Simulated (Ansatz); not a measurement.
Worked example: PBr, triplet against PBr⁻, doublet

Geometry (PBE0/def2-TZVPD stationary point of a doublet), kept for both states (PBr⁻, doublet: Π; PBr, triplet: Σ⁻):

```xyz
2

P     0.0000    0.0000    0.0000
Br    0.0000    0.0000    2.3163
```

Basis aug-cc-pVDZ; Ansatz 0.2.0. Correlated methods freeze the noble-gas cores and the filled d shells of p-block atoms. Prefix R: restricted or restricted open-shell reference; prefix U: unrestricted. No spin–orbit coupling is included, and no scalar relativity.

Full CI isn't at hand for all of this; UCCSDT(Q) serves as the reference, and is uncertain by the last step of the cluster series or more.

The highest occupied Kohn–Sham level of the anion is positive, up to +1.46 eV, so in those functionals the extra electron is held by the basis alone, which enters their differences from the reference.

```
    level  E(PBr⁻, doublet) (hartree)  E(PBr, triplet) (hartree)
      UHF                -2913.143806               -2913.128095
     UMP2                -2913.369116               -2913.328797
 UCCSD(T)                -2913.405193               -2913.365110
      PBE                -2914.957554               -2914.909129
    B3LYP                -2915.549150               -2915.497033
UCCSDT(Q)                -2913.406966               -2913.366901
```

Task: Give the vertical gap, PBr triplet less PBr⁻ doublet, at each level in eV (1 hartree = 27.2114 eV), and each error against UCCSDT(Q).

Result: UCCSDT(Q): (-2913.366901 − (-2913.406966)) × 27.2114 = 1.090 eV (the reference)
B3LYP: (-2915.497033 − (-2915.549150)) × 27.2114 = 1.418 eV, error 0.328 eV
PBE: (-2914.909129 − (-2914.957554)) × 27.2114 = 1.318 eV, error 0.228 eV
UCCSD(T): (-2913.365110 − (-2913.405193)) × 27.2114 = 1.091 eV, error 0.001 eV
UMP2: (-2913.328797 − (-2913.369116)) × 27.2114 = 1.097 eV, error 0.007 eV
UHF: (-2913.128095 − (-2913.143806)) × 27.2114 = 0.428 eV, error -0.662 eV

Total energies of functionals can't be set beside those of wave-function methods, since they hold the core's correlation and their own absolute errors; only the differences compare.

In so small a basis the reference is far from its limit while semilocal and hybrid functionals are nearer theirs, so the functionals' errors here hold much of the reference's basis and frozen-core error, which can add to them or hide them.

Each level lands on the state that its own search finds. T1 diagnostics of restricted CCSD: 0.020 and 0.025.
